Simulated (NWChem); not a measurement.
Species: CH6Si; SMILES [SiH3]C

Q: Give the equilibrium geometry at PBE-D3(BJ)/def2-SVP (NWChem) as a Z-matrix, with the point group.

A: point group C3v; any orientation.
```
Si
H 1 1.5059
H 1 1.5059 2 108.16
H 1 1.5059 2 108.16 3 116.93
C 1 1.8906 2 110.75 3 -121.54
H 5 1.1085 1 110.81 2 60.00
H 5 1.1085 6 108.10 1 -121.60
H 5 1.1085 6 108.10 7 -116.80
```
